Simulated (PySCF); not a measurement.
# doublet C2H6O2S+: levels of theory compared

We compute a comparison of 6 runs (U-r2SCAN/6-31G*, U-revPBE/6-31G*, UBLYP/6-31G*, UM06-L/6-31G*, USVWN5/6-31G*, UTPSS/6-31G*) of doublet C2H6O2S+. 

Program for the calculation: PySCF 2.14.0.

## Step 1: The system as given

C2H6O2S+ has 11 atoms, charge +1, and is taken as a doublet. As SMILES of the parent species, `CS(C)(=O)=O`. The coordinates come from a PBE0-D4/def2-TZVP relaxation. That shape belongs to the parent species and isn't relaxed for this state.

Bond lengths: C1–S2 1.771 Å, S2–C3 1.771 Å, S2–O4 1.437 Å, S2–O5 1.437 Å, C1–H6 1.089 Å, C1–H7 1.089 Å, C1–H8 1.090 Å, C3–H9 1.089 Å, C3–H10 1.090 Å, C3–H11 1.089 Å. Some angles: C1–S2–C3 103.7°, C1–S2–O4 107.9°, C1–S2–O5 107.9°, C3–S2–O4 107.9°, C3–S2–O5 107.9°, O4–S2–O5 120.2°, S2–C1–H6 109.7°, S2–C1–H7 109.7°, S2–C1–H8 105.6°, S2–C3–H9 109.7°.

## Step 2: The energy at U-r2SCAN/6-31G(d) (spherical functions) (run 1)

run.py reads:

```python
from pyscf import gto, dft

system = gto.M(
    atom='''
C     -2.636319     0.412414     0.428533
S      0.247422     0.715507    -1.242608
C      2.428393    -1.013668     0.615862
O     -0.025700    -0.566729    -3.620092
O      0.980843     3.328715    -1.176978
H     -2.442471     1.244139     2.301101
H     -3.172699    -1.572006     0.529747
H     -4.025457     1.464481    -0.671269
H      2.573127    -0.163216     2.484461
H      4.232344    -0.866326    -0.369082
H      1.840499    -2.983273     0.720326
''',
    spin=1,
    basis='6-31g*',
    unit='bohr',
    verbose=4,
    max_memory=1860,
    charge=1,
)

myscf = dft.UKS(system)
myscf.xc = 'r2scan'
myscf.grids.level = 5
myscf.conv_tol = 1e-10
myscf.kernel()
if not myscf.converged:
    myscf = myscf.newton().run(myscf.mo_coeff, myscf.mo_occ)

etot = myscf.e_tot
print('E = %.10f Eh' % etot)
```

Run with:

```console
$ OMP_NUM_THREADS=1 python run.py
```

The log of the run:

```text
PySCF version 2.14.0

[... 116 lines left out ...]
converged SCF energy = -627.854876512364  <S^2> = 0.75491446  2S+1 = 2.0049084
E = -627.8548765124 Eh
```

Wall time 51 s (1 thread of Intel Xeon 6975P-C (Granite Rapids), shared host); peak memory 0.51 GiB.

## Step 3: The energy at U-revPBE/6-31G(d) (spherical functions) (run 2)

start.xyz reads:

```xyz
11
C2H6O2S
C     -1.395080     0.218240     0.226770
S      0.130930     0.378630    -0.657560
C      1.285050    -0.536410     0.325900
O     -0.013600    -0.299900    -1.915670
O      0.519040     1.761480    -0.622830
H     -1.292500     0.658370     1.217690
H     -1.678920    -0.831870     0.280330
H     -2.130180     0.774970    -0.355220
H      1.361640    -0.086370     1.314720
H      2.239660    -0.458440    -0.195310
H      0.973950    -1.578680     0.381180
```

calc.py reads:

```python
from pyscf import gto, dft

mol = gto.M(
    atom='start.xyz',
    charge=1,
    verbose=3,
    spin=1,
    max_memory=1860,
    basis='6-31g*',
)

ks = dft.UKS(mol)
ks.xc = 'revpbe'
ks.grids.level = 5
ks.conv_tol = 1e-10
ks.kernel()
if not ks.converged:
    ks = ks.newton().run(ks.mo_coeff, ks.mo_occ)

energy = ks.e_tot
print('E(%s) = %.9f' % ('REVPBE', energy))
```

Run with:

```console
$ OMP_NUM_THREADS=1 python calc.py
```

The log of the run:

```text
converged SCF energy = -627.86587494976  <S^2> = 0.75209207  2S+1 = 2.002091
E(REVPBE) = -627.865874950
```

It took 26 s on 1 thread of Intel Xeon 6975P-C (Granite Rapids), shared host; peak memory 0.47 GiB.

Runs 3 to 5 aren't shown in full; the table further down has their settings and results.

## Step 4: A single-point energy at UTPSS/6-31G(d) (spherical functions) (run 6)

input.py reads:

```python
from pyscf import gto, dft

mol = gto.M(
    atom='''
C     -1.395080     0.218240     0.226770
S      0.130930     0.378630    -0.657560
C      1.285050    -0.536410     0.325900
O     -0.013600    -0.299900    -1.915670
O      0.519040     1.761480    -0.622830
H     -1.292500     0.658370     1.217690
H     -1.678920    -0.831870     0.280330
H     -2.130180     0.774970    -0.355220
H      1.361640    -0.086370     1.314720
H      2.239660    -0.458440    -0.195310
H      0.973950    -1.578680     0.381180
''',
    basis='6-31g*',
    max_memory=1860,
    charge=1,
    verbose=4,
    spin=1,
)

mf = dft.UKS(mol, xc='tpss')
mf.grids.level = 5
mf.conv_tol = 1e-10
mf.kernel()
if not mf.converged:
    mf = mf.newton().run(mf.mo_coeff, mf.mo_occ)

etot = mf.e_tot
print('E = %.10f Eh' % etot)
```

Run with:

```console
$ OMP_NUM_THREADS=1 python input.py
```

The log of the run:

```text
PySCF version 2.14.0

[... 114 lines left out ...]
converged SCF energy = -628.06255451042  <S^2> = 0.75318112  2S+1 = 2.0031786
E = -628.0625545104 Eh
```

Run time: 50 s. Hardware: 1 thread of Intel Xeon 6975P-C (Granite Rapids), shared host; peak memory 0.5 GiB.

## Step 5: Overview of the runs

```tsv
run	level	energy (Eh)	HOMO energy (eV)	LUMO energy (eV)	⟨S²⟩	wall time
1	U-r2SCAN/6-31G* (spherical functions)	-627.854877	-14.32	-13.55	0.755	51 s
2	U-revPBE/6-31G* (spherical functions)	-627.865875	-13.82	-13.41	0.752	26 s
3	UBLYP/6-31G* (spherical functions)	-627.926236	-13.72	-13.32	0.752	29 s
4	UM06-L/6-31G* (spherical functions)	-627.974314	-14.31	-13.58	0.754	50 s
5	USVWN5/6-31G* (spherical functions)	-624.816646	-13.98	-13.74	0.751	16 s
6	UTPSS/6-31G* (spherical functions)	-628.062555	-14.02	-13.39	0.753	50 s
```

## Step 6: What came out

| quantity | value |
| --- | --- |
| run 6: total energy | -628.06255 Eh |
| run 6: HOMO energy (highest over α and β) | -14.02 eV |
| run 6: LUMO energy (lowest over α and β) | -13.39 eV |
| run 6: ⟨S²⟩ | 0.753 |

What this shows: Totals of different functionals can't be ranked against each other. All runs together took 3.7 min, the longest 51 s.
